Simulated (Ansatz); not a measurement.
Compare A (`COC(C)(F)Cl`) with its isomer B (`CC(O)(Cl)CF`).

Program: Ansatz. Geometries: PBE0-D4/def2-TZVP. ΔE: electronic, gas phase. CCSD(T)/CBS adds triple-zeta CCSD(T) − MP2 to the extrapolated MP2 energy (def2 sets, frozen cores). DFT in def2-TZVPP. Each species was taken in one conformer, which may not be the lowest.

A:

Z-matrix (Å, degrees):
```
C
O 1 1.419
H 1 1.088 2 105.7
H 1 1.094 2 111.5 3 -118.3
H 1 1.093 2 111.3 3 118.5
C 2 1.363 1 115.9 3 -169.3
F 6 1.372 2 109.5 1 65.4
C 6 1.508 2 116.1 1 -57.5
Cl 6 1.784 2 105.5 1 -179.8
H 8 1.088 6 109.5 2 -175.6
H 8 1.091 6 109.8 2 65.2
H 8 1.089 6 109.8 2 -55.5
```

B:

Z-matrix (Å, degrees):
```
C
C 1 1.506
H 1 1.092 2 109.3
H 1 1.090 2 110.8 3 -120.9
H 1 1.089 2 109.3 3 119.0
O 2 1.374 1 109.0 3 -60.0
Cl 2 1.836 1 108.2 3 -179.4
C 2 1.518 1 111.9 3 63.3
H 6 0.965 2 108.0 1 171.8
F 8 1.379 2 109.6 1 -172.1
H 8 1.091 2 111.4 1 67.4
H 8 1.095 2 108.7 1 -54.6
```

Q: Which isomer does CCSD(T)/CBS put lower? Give the gap. (Best estimate.)

A: Computed: B, by 7.8 kcal/mol.

Q: Give E(B) − E(A) in kcal/mol with CCSD/def2-TZVPP, CCSD(T)/def2-SVP, ωB97M-V, MP2/def2-TZVPP, B2PLYP, CCSD(T)/def2-TZVPP, PBE0-D4. (Estimate.)

A: Ansatz gave: CCSD/def2-TZVPP -7.3, CCSD(T)/def2-SVP -5.9, ωB97M-V -6.6, MP2/def2-TZVPP -8.1, B2PLYP -6.7, CCSD(T)/def2-TZVPP -7.3, PBE0-D4 -7.0. None reverses the order clearly.

Q: Does the order hold for the free energy at 298.15 K (harmonic terms from PBE0-D4)? (An estimate is asked.)

A: Computed: Yes: G(B) − G(A) = -6.9 kcal/mol, for one conformer each.

Largest T1 diagnostic: 0.011.

In def2-TZVPP, CCSD(T) changes the Hartree–Fock value by −1.6 kcal/mol (the triples alone add −0.0 kcal/mol) and MP2 by −2.4 kcal/mol. At CCSD(T), def2-SVP lies +1.9 kcal/mol from the extrapolated value and def2-TZVPP +0.6 kcal/mol.
